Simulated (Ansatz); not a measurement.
# Antimony, A7 rhombohedral under LDA: convergence with the Gaussian smearing

How small must the Gaussian smearing width be for energy and pressure to settle? The geometry was relaxed under LDA beforehand and stays fixed; 7 values are run, from 0.01 to 1.0 eV. Wanted are the values from which on the energy stays within 10 and 1 meV/atom, and the pressure within 0.5 GPa, of the narrowest run. Within the series other settings stay, but some runs also write fields, which adds to their time. Spin polarisation is left out.

Computed with Ansatz 0.2.0 (DFT LDA, plane waves with PAW, scalar-relativistic, unless a step says otherwise).

## (1) The structure to begin with

It takes space group R-3m (No. 166, trigonal). The conventional cell has a = 4.291 Å, b = 4.291 Å, c = 10.976 Å, α = 90.00°, β = 90.00°, γ = 120.00°. Sb (site symmetry 3m) is surrounded by 6 Sb at 2.91 to 3.27 Å.

Coordinates:

```
Sb
1.0
     2.14560    1.23876    3.65874
    -2.14560    1.23876    3.65874
     0.00000   -2.47753    3.65874
Sb
2
Direct
  0.23594 0.23594 0.23594
  0.76406 0.76406 0.76406
```

## (2) Run at 0.01 eV

The run at 0.01 eV.

Contents of input.yaml:

```yaml
crystal:
  lattice:
    - [2.1456002536, 1.238762884, 3.6587425366]
    - [-2.1456002536, 1.238762884, 3.6587425366]
    - [0.0, -2.477525768, 3.6587425366]
  atoms:
    - { symbol: Sb, position: [0.2359371474, 0.2359371474, 0.2359371474] }
    - { symbol: Sb, position: [0.7640628526, 0.7640628526, 0.7640628526] }
hamiltonian:
  xc: lda
  pseudopotentials:
    kind: paw
    azcp:
      Sb: "pseudopotentials/Sb.paw.azcp"
basis:
  ecutwfc: 420
  fft_grid_basis: typed
kpoints:
  mp_grid: { grid: [9, 9, 9], shift: [0, 0, 0] }
magnetization:
  spin_polarized: false
scf:
  occupations: { method: gaussian, width: 0.01 }
  lower_state_search: "off"
output:
  stress: true
  write_density: true
  write_potential: true
  elf: true
  volumetric_format: npy
```

Started as:

```
$ ansatz run input.yaml --threads 2 --pin off --max-ram 5120MiB --backend cpu --events-out ev --progress --plain --runs-dir out
```

## (3) Run at 0.03 eV

The run at 0.03 eV.

Changes to input.yaml since step 2:

```diff
@@ -22,3 +22,3 @@
 scf:
-  occupations: { method: gaussian, width: 0.01 }
+  occupations: { method: gaussian, width: 0.03 }
   lower_state_search: "off"
```

## (4) Run at 0.1 eV

The run at 0.1 eV.

Changes to input.yaml since step 3:

```diff
@@ -22,3 +22,3 @@
 scf:
-  occupations: { method: gaussian, width: 0.03 }
+  occupations: { method: gaussian, width: 0.1 }
   lower_state_search: "off"
@@ -26,5 +26 @@
   stress: true
-  write_density: true
-  write_potential: true
-  elf: true
-  volumetric_format: npy
```

## (5) Run at 0.2 eV

The run at 0.2 eV.

Changes to input.yaml since step 4:

```diff
@@ -22,3 +22,3 @@
 scf:
-  occupations: { method: gaussian, width: 0.1 }
+  occupations: { method: gaussian, width: 0.2 }
   lower_state_search: "off"
@@ -26 +26,5 @@
   stress: true
+  write_density: true
+  write_potential: true
+  elf: true
+  volumetric_format: npy
```

## (6) Run at 0.3 eV

The run at 0.3 eV.

Changes to input.yaml since step 5:

```diff
@@ -22,3 +22,3 @@
 scf:
-  occupations: { method: gaussian, width: 0.2 }
+  occupations: { method: gaussian, width: 0.3 }
   lower_state_search: "off"
```

## (7) Run at 0.6 eV

The run at 0.6 eV.

Changes to input.yaml since step 6:

```diff
@@ -22,3 +22,3 @@
 scf:
-  occupations: { method: gaussian, width: 0.3 }
+  occupations: { method: gaussian, width: 0.6 }
   lower_state_search: "off"
@@ -26,5 +26 @@
   stress: true
-  write_density: true
-  write_potential: true
-  elf: true
-  volumetric_format: npy
```

## (8) Run at 1.0 eV

The run at 1.0 eV.

Changes to input.yaml since step 7:

```diff
@@ -22,3 +22,3 @@
 scf:
-  occupations: { method: gaussian, width: 0.6 }
+  occupations: { method: gaussian, width: 1.0 }
   lower_state_search: "off"
@@ -26 +26,5 @@
   stress: true
+  write_density: true
+  write_potential: true
+  elf: true
+  volumetric_format: npy
```

(Steps that only read results are left out.)

What does the calculation give?

As calculated:

| quantity | value |
| --- | --- |
| E(σ → 0) stays within 10 meV/atom of 0.01 eV | up to 0.6 eV |
| E(σ → 0) stays within 1 meV/atom | up to 0.3 eV |
| pressure stays within 0.5 GPa | up to 1.0 eV |
| pressure at 0.01 eV | 0.11 GPa |
| energy of a separate run on a finer mesh (15×15×15) | +3.5 meV/atom from 0.01 eV |

What this shows: At 1.0 eV the energy differs by +23.7 meV/atom and the pressure by +0.3 GPa. The free energy F moves by -79.7 meV/atom over the range, and the estimate for σ → 0 by +23.7. In theory F falls as the square of the width under this scheme, but here the ratio is not steady: the mesh at narrow widths, or a density of states that varies over the wide ones, can both cause that. The mesh (9×9×9) is fixed, so the narrowest widths carry a k-point error of their own. The yardstick itself is unsettled by 3.5 meV/atom against the finer mesh, so the thresholds above hold only within this series, and wider smearing, which averages over more states, can land nearer the fine-mesh value than the narrowest does. The cell taken over is 3 % smaller than the measured one (30.20 Å³/atom, COD).
